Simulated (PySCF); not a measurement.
# Property card for `O=S(C=C)(O)=O`

C2H4O3S.
SMILES with atom numbers: `[CH2:1]=[CH:2][S:3](=[O:4])(=[O:5])[OH:6]` (hydrogens: H7, H8 on C1; H9 on C2; H10 on O6)

GFN2-xTB geometry:

- Point group of the GFN2-xTB geometry: C1
- Rotational constants A, B, C of the GFN2-xTB geometry: 4.751, 2.626, 2.591 GHz

From PBE0/pcSseg-1 ground state and GIAO shieldings, non-relativistic (PySCF):

* Dipole moment: 4.02 D
* HOMO energy: -8.97 eV
* LUMO energy: -1.30 eV
* HOMO–LUMO gap: 7.67 eV
* Lowest Hirshfeld atomic charge: -0.31 e on O4
* Highest Hirshfeld atomic charge: +0.56 e on S3
* 13C chemical shifts (computed TMS as zero) by class: 146.1 (C2), 133.2 (C1) ppm
* 1H chemical shifts (computed TMS as zero) by class: 6.68 (H7), 6.66 (H9), 6.37 (H8), 4.57 (H10) ppm
* Isotropic shieldings of nuclei other than C and H, by class: 113 (O4/O5), 124 (O6), 197 (S3) ppm
* Mayer bond orders between heavy atoms: C1–C2 1.92, C2–S3 0.92, S3–O4 1.77, S3–O5 1.83, S3–O6 0.94

Monoisotopic mass (most abundant isotopes): 107.9881 u.

The dipole matches unit charges of opposite sign 0.84 Å apart (1 e·Å = 4.8032 D). The rotational constants make it an asymmetric top with κ = (2B − A − C)/(A − C) = -0.97, nearer the prolate limit (−1). A dipole of 4.02 D is allowed in C1, and pure rotational transitions are dipole-allowed. With B = h/(8π²I), that is 505.379 GHz u Å² over I, the principal moments of inertia are 106.4, 192.5 and 195.1 u Å² (most abundant isotopes).

Isolated species at its GFN2-xTB geometry (one conformer only). NMR classes are plain means over equivalent atoms (diastereotopic ones count apart unless rotation or inversion swaps them), as if these changed places fast; in this geometry the members of some classes differ.

The values belong to the conformer `[CH2:1]=[CH:2][S:3](=[O:4])(=[O:5])[OH:6]`: C1–C2–S3–O4 6°, H–O6–S3–C2 115°.
